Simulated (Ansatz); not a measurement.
Ansatz (a program for electronic structure) input (B3LYP/LANL2DZ): The .json file is the Basis Set Exchange's LANL2DZ.

Ansatz 0.2 input:
```yaml
crystal:
  periodic: [false, false, false]
  atoms:
    - {symbol: N, position_ang: [-0.00356243, 0.11201664, 0.09548205]}
    - {symbol: H, position_ang: [0.80776927, -0.37468272, -0.32489897]}
    - {symbol: H, position_ang: [-0.78283228, -0.40943375, -0.34347535]}
basis:
  gaussian:
    orbitals: LANL2DZ.json
hamiltonian:
  xc: {name: B3LYP}
total_charge: -1
output: {forces: true}
```

What final total energy does it give?

-55.85031 Eh.
